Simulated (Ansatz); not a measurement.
# AlN2+ (quintet): from Hartree-Fock to the top rungs, def2-TZVPP

One table from this session's results is given with a row withheld; the runs are named, their logs left out.

Method: def2-TZVPP, core rule «outside noble gas», up to 7 orbitals frozen; program: Ansatz 0.2.0, Gaussian basis.

To be run: UHF; ROHF; CCSD(T) on UHF.

### What is computed

The geometry is a PBE0/def2-TZVP stationary point (not a proven minimum) of the parent state, kept for this charge and spin.

3 atoms, charge 1, spin multiplicity 5.

Atoms are counted from 1 here; the program's logs count them from 0.

Bond lengths: Al1–N2 1.785 Å, N2–N3 1.137 Å. Angles: Al1–N2–N3 180.0°.

Geometry (Å):

```
Al    0.0000    0.0000    1.5692
N     0.0000    0.0000   -0.2160
N     0.0000    0.0000   -1.3532
```

Set-up of the first run:

in.yaml reads:

```yaml
crystal:
  periodic: [false, false, false]
  atoms:
    - {symbol: Al, position_ang: [0.000000, 0.000000, 1.569200]}
    - {symbol: N, position_ang: [0.000000, 0.000000, -0.216000]}
    - {symbol: N, position_ang: [0.000000, 0.000000, -1.353200]}
basis:
  gaussian: {orbitals: def2-TZVPP}
total_charge: 1
magnetization: {spin_polarized: true, initial_magnetization: 4}
hamiltonian: {xc: hf}
output: {orbitals: {seedname: orbitals}}
```

On the command line:

```sh
$ ansatz run in.yaml --threads 1 --pin off --events-out ev --progress --plain --max-ram 3968MiB --backend cpu
```

Steps of the session up to this table: UHF; ROHF; CCSD(T) on UHF.

One table of the session follows, with a row left open; its other results are not shown here.

```
  method  from UCCSD(T) (kJ/mol)
    ROHF                       ?
     UHF                  +980.5
    UMP2                   +93.1
   UCCSD                   +47.8
UCCSD(T)                       0
```

**Question.** Estimate the row for ROHF.

**Answer.** from UCCSD(T) (kJ/mol): +1023.5. In the column «from UCCSD(T) (kJ/mol)» it is the highest.

To keep in mind: Warnings: coupled cluster took another determinant than the lowest.
